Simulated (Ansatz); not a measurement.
Mulliken charges of H2O4S (`O=S(=O)(O)O`) from r2SCAN/def2-TZVPP in Ansatz (PBE0-D4/def2-TZVP geometry).

```json
{"atom": "O1", "x (Å)": "1.122", "y (Å)": "-0.457", "z (Å)": "-1.160", "charge (e)": "-0.422"}
{"atom": "S2", "x (Å)": "0.450", "y (Å)": "0.052", "z (Å)": "-0.022", "charge (e)": "0.924"}
{"atom": "O3", "x (Å)": "1.099", "y (Å)": "0.711", "z (Å)": "1.050", "charge (e)": "-0.422"}
{"atom": "O4", "x (Å)": "-0.383", "y (Å)": "-1.118", "z (Å)": "0.637", "charge (e)": "-0.281"}
{"atom": "O5", "x (Å)": "-0.686", "y (Å)": "0.996", "z (Å)": "-0.584", "charge (e)": "-0.281"}
{"atom": "H6", "x (Å)": "-0.615", "y (Å)": "-1.761", "z (Å)": "-0.047", "charge (e)": "0.242"}
{"atom": "H7", "x (Å)": "-0.988", "y (Å)": "1.577", "z (Å)": "0.127", "charge (e)": "0.242"}
```

**Question.** By hand: the dipole of these point charges (1 e Å = 4.8032 D).

**Answer.** Σ q r = (-0.609, -0.069, 0.031) e Å, of length 0.614 e Å = 2.95 D.

**Question.** How does the dipole of the full density compare? (Estimate.)

**Answer.** The calculation gave: (-0.662, -0.076, 0.033) e Å, 3.20 D; the point charges give 0.92 times that, at 0° from its direction.

Point charges leave out the atoms' own dipoles, such as those of lone pairs, and Mulliken's split depends on the basis, so the close match here is no proof of good charges.
